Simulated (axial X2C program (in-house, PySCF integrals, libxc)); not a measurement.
Nuclear properties of SiCO

Computed with an axial X2C code built on PySCF integrals: two-component X2C with atomic mean-field Coulomb and Gaunt terms, Gaussian nuclei, basis Si dyall-v3z, C dyall-v3z, O dyall-av3z with contracted cores.

Si–C–O held linear, with bonds 1.811 and 1.154 Å (near the PBE0 minimum at charge 0 of the determinant lowest at the starting distance; the state shown can have its own minimum elsewhere, held linear; other orders of the atoms were not compared).

Determinant lowest in the PBE0 search, Ω = 1 (⟨Sz⟩ = 1.00, ⟨Lz⟩ = 0.00 at PBE0), spin on the atoms Si 0.67, C 0.19, O 0.14:

| level | Eeff magnitude (GV/cm) | Ws magnitude Si (kHz) | A∥/gI Si (MHz) | qzz Si (a.u.) | A∥/gI C (MHz) | qzz C (a.u.) | A∥/gI O (MHz) | qzz O (a.u.) | μ (D) |
| --- | --- | --- | --- | --- | --- | --- | --- | --- | --- |
| PBE0 | 0.0231 | 0.00939 | -56.6 | -0.52 | -16.2 | -0.61 | -21.9 | -0.14 | -0.60 |
| HF | 0.0475 | 0.0192 | 1.11 | -0.41 | -22.9 | -0.84 | 11.8 | -0.18 | -0.45 |
| TPSSh | 0.024 | 0.00999 | -19.7 | -0.48 | -9.74 | -0.59 | -23.3 | -0.14 | -0.47 |

Determinant 0.68 eV from it at PBE0 and this distance, Ω = 0 (closed shell), highest spinor 58% Si p, 16% C p, 12% O p:

```json
{"level": "PBE0", "qzz Si (a.u.)": "-0.56", "qzz C (a.u.)": "-0.59", "qzz O (a.u.)": "-0.14", "μ (D)": "-0.69"}
{"level": "HF", "qzz Si (a.u.)": "-0.52", "qzz C (a.u.)": "-0.81", "qzz O (a.u.)": "-0.14", "μ (D)": "-0.80"}
{"level": "TPSSh", "qzz Si (a.u.)": "-0.52", "qzz C (a.u.)": "-0.56", "qzz O (a.u.)": "-0.15", "μ (D)": "-0.54"}
```

Eeff is the effective electric field on the electron electric dipole moment in this Ω state and Ws the scalar–pseudoscalar constant of the nucleus named (defined with the proton number Z and per Ω); A∥ (defined per Ω) follows by multiplying with gI = μI/(I μN); qzz is the electric field gradient, eQq0 = 234.96 MHz × Q/barn × qzz; μ is positive if the O end (last atom) is positive. The operators were transformed with the bare-nucleus X2C matrices; with these basis sets, hyperfine constants and field gradients can be off by tens of per cent, and where levels differ in sign neither size nor sign is settled.

Task: With Q(17O) = -0.02558 barn (Q from Pyykkö, Mol. Phys. 2018), turn the PBE0 values of the first state into constants in MHz.

Result: eQq0(17O) = 234.96 × (-0.02558) × (-0.14) = 0.841 MHz.

The molecule was held linear; bending was not examined, so a bent shape may lie lower.

Each state is one determinant with collinear spin, which with several unpaired electrons need not be a pure state. Unrestricted Hartree–Fock can overshoot spin polarisation at the nuclei. A closed determinant beside an open π² or δ² triplet, such as (π1/2)², mixes with its partner pair into the 0⁺ component of the triplet and ¹Σ⁺, so its energy is not that of a level, and 0⁺ can lie lowest. With several open shells hyperfine constants can be off by a factor of several. Where Eeff spreads by more than a factor of two the levels disagree and none is to be relied on. Open-shell Ω = 0 determinants with evenly filled partner blocks cannot be reached by this program, so the Ω shown need not be the lowest component. The search compared states at one distance, so a state with another bond length can lie lower. Where a field gradient or hyperfine factor spreads by more than a factor of two over the levels, a constant derived from it is not to be relied on. PBE0 term energies can be off by some tenths of an eV.
